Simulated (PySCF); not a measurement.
SiH2, SMILES [SiH2] (connectivity only; charge and spin as stated), neutral, multiplicity 1. Atoms are numbered in the order given.

```xyz
3

Si     0.0000     0.0000     0.1338
H      0.0000     1.0855    -0.9365
H      0.0000    -1.0855    -0.9365
```

Geometry optimised at r2SCAN-D4/def2-TZVPD. The isomer is the one that the SMILES or the coordinates give; other isomers of the formula were not compared.

These are TDDFT-PBE0/def2-TZVPD in PySCF 2.14.0 values and carry that method's errors.

Vertical excitations.  State labels are in the subgroup C2v.

| state | symmetry | energy (eV) | λ (nm) | f | main pairs |
|---|---|---|---|---|---|
| S1 | B1 | 2.35 | 529 | 0.013 | HOMO→LUMO 101 % |
| S2 | A2 | 4.34 | 286 | 0.000 | HOMO−1→LUMO 100 % |
| S3 | A1 | 6.23 | 199 | 0.192 | HOMO→LUMO+1 99 % |
| S4 | B2 | 6.79 | 183 | 0.235 | HOMO→LUMO+2 95 % |
| S5 | A1 | 7.38 | 168 | 0.000 | HOMO→LUMO+3 95 % |
| S6 | A2 | 7.85 | 158 | 0.000 | HOMO→LUMO+5 99 % |
| S7 | A1 | 8.05 | 154 | 0.125 | HOMO→LUMO+4 81 %, HOMO−1→LUMO+2 16 % |
| S8 | B1 | 8.06 | 154 | 0.148 | HOMO→LUMO+6 95 % |
| S9 | B2 | 8.50 | 146 | 0.175 | HOMO→LUMO+7 51 %, HOMO−1→LUMO+1 48 % |
| S10 | B2 | 8.60 | 144 | 0.081 | HOMO−1→LUMO+1 51 %, HOMO→LUMO+7 48 % |
| T1 | B1 | 1.04 | 1195 | 0 | HOMO→LUMO 99 % |
| T2 | A2 | 3.70 | 336 | 0 | HOMO−1→LUMO 99 % |
| T3 | B2 | 4.94 | 251 | 0 | HOMO→LUMO+2 97 % |
| T4 | A1 | 5.84 | 212 | 0 | HOMO→LUMO+1 91 % |
Triplets are in the Tamm–Dancoff approximation, which puts them higher than full response would, so one can lie above its singlet here.
